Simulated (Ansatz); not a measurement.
Ansatz (a program for electronic structure) input (B3LYP-D3(BJ)/def2-TZVP):

Ansatz 0.2 input:
```yaml
crystal:
  periodic: [false, false, false]
  atoms:
    - {symbol: C, position_ang: [-0.00121882, -0.00583875, 0.66227812]}
    - {symbol: C, position_ang: [0.00121882, 0.00583875, -0.66227812]}
    - {symbol: H, position_ang: [0.01665750, 0.91035156, 1.24013365]}
    - {symbol: H, position_ang: [-0.02119201, -0.93207417, 1.22382087]}
    - {symbol: H, position_ang: [0.02119201, 0.93207417, -1.22382087]}
    - {symbol: H, position_ang: [-0.01665750, -0.91035156, -1.24013365]}
basis:
  gaussian:
    orbitals: def2-TZVP
hamiltonian:
  xc: b3lyp
  dispersion: d3bj
phonons: {temperatures: {t_min: 298.15, t_max: 298.15, t_step: 100}}
```

Output:

```
Functional definition: B3LYP
integrals: 0.01 GiB planned
536 factors; their error is unknown
mean field: 0.18 GiB planned
mean field evaluation 1: about -2133.5363 eV, gradient 5.0e1 eV
mean field evaluation 2: about -2131.1165 eV, gradient 5.7e1 eV
mean field evaluation 4: about -2139.4711 eV, gradient 3.5e-1 eV
mean field evaluation 8: about -2139.4612 eV, gradient 2.7e-3 eV
mean field -2139.46123583 eV, -78.6237502378 hartree, gradient 7.2e-6 eV, S^2 0.000000; 0 other end points of the search recorded, 0 dependent functions left out
the calculation of the forces begins
reference -2139.46142580 eV, -78.6237572190 hartree; 8, 8 occupied and 78, 78 virtual orbitals, 536 factors
these checks for a lower state are left out or cut short: stability, starts, cluster_reference, orbital_swaps, neighbouring_geometries, increment
integrals: 0.01 GiB planned
536 factors; their error is unknown
mean field: 0.18 GiB planned
mean field evaluation 16: about -2139.4711 eV, gradient 1.9e-4 eV
mean field -2139.46106961 eV, -78.6237441292 hartree, gradient 9.4e-7 eV, S^2 0.000000; 0 other end points of the search recorded, 0 dependent functions left out
the calculation of the forces begins
reference -2139.46125964 eV, -78.6237511127 hartree; 8, 8 occupied and 78, 78 virtual orbitals, 536 factors
these checks for a lower state are left out or cut short: stability, starts, cluster_reference, orbital_swaps, neighbouring_geometries, increment
integrals: 0.01 GiB planned
536 factors; their error is unknown
mean field: 0.18 GiB planned
mean field -2139.46107761 eV, -78.6237444235 hartree, gradient 9.4e-7 eV, S^2 0.000000; 0 other end points of the search recorded, 0 dependent functions left out
the calculation of the forces begins
reference -2139.46126752 eV, -78.6237514026 hartree; 8, 8 occupied and 78, 78 virtual orbitals, 536 factors
these checks for a lower state are left out or cut short: stability, starts, cluster_reference, orbital_swaps, neighbouring_geometries, increment
integrals: 0.01 GiB planned
536 factors; their error is unknown
mean field: 0.18 GiB planned
mean field evaluation 32: about -2139.4612 eV, gradient 1.7e-4 eV
mean field -2139.46115841 eV, -78.6237473926 hartree, gradient 9.3e-7 eV, S^2 0.000000; 0 other end points of the search recorded, 0 dependent functions left out
the calculation of the forces begins
reference -2139.46134845 eV, -78.6237543765 hartree; 8, 8 occupied and 78, 78 virtual orbitals, 536 factors
these checks for a lower state are left out or cut short: stability, starts, cluster_reference, orbital_swaps, neighbouring_geometries, increment
integrals: 0.01 GiB planned
536 factors; their error is unknown
mean field: 0.18 GiB planned
mean field -2139.46114879 eV, -78.6237470392 hartree, gradient 1.1e-6 eV, S^2 0.000000; 0 other end points of the search recorded, 0 dependent functions left out
the calculation of the forces begins
reference -2139.46133868 eV, -78.6237540176 hartree; 8, 8 occupied and 78, 78 virtual orbitals, 536 factors
these checks for a lower state are left out or cut short: stability, starts, cluster_reference, orbital_swaps, neighbouring_geometries, increment
integrals: 0.01 GiB planned
536 factors; their error is unknown
mean field: 0.18 GiB planned
mean field -2139.46120373 eV, -78.6237490581 hartree, gradient 9.5e-7 eV, S^2 0.000000; 0 other end points of the search recorded, 0 dependent functions left out
the calculation of the forces begins
reference -2139.46139367 eV, -78.6237560385 hartree; 8, 8 occupied and 78, 78 virtual orbitals, 536 factors
these checks for a lower state are left out or cut short: stability, starts, cluster_reference, orbital_swaps, neighbouring_geometries, increment
integrals: 0.01 GiB planned
536 factors; their error is unknown
mean field: 0.18 GiB planned
mean field -2139.46121822 eV, -78.6237495905 hartree, gradient 9.4e-7 eV, S^2 0.000000; 0 other end points of the search recorded, 0 dependent functions left out
the calculation of the forces begins
reference -2139.46140821 eV, -78.6237565725 hartree; 8, 8 occupied and 78, 78 virtual orbitals, 536 factors
Total energy: -2139.56878198 eV, -78.6277024861 hartree
Atom 0 at    -0.001219    -0.005839     0.662278 Å, force    -0.000000    -0.000001     0.000150 eV/Å
Atom 1 at     0.001219     0.005839    -0.662278 Å, force     0.000000     0.000001    -0.000150 eV/Å
Atom 2 at     0.016657     0.910352     1.240134 Å, force     0.000000     0.000024     0.000045 eV/Å
Atom 3 at    -0.021192    -0.932074     1.223821 Å, force    -0.000001    -0.000025     0.000044 eV/Å
Atom 4 at     0.021192     0.932074    -1.223821 Å, force     0.000001     0.000025    -0.000044 eV/Å
Atom 5 at    -0.016657    -0.910352    -1.240134 Å, force    -0.000000    -0.000024    -0.000045 eV/Å
Dipole moment:     0.000000    -0.000000    -0.000000 e Å
Vibrations: 837.69 978.24 982.96 1063.17 1246.44 1383.42 1479.08 1692.29 3131.04 3143.95 3200.05 3228.34 cm⁻¹, zero-point energy 1.386557 eV
```
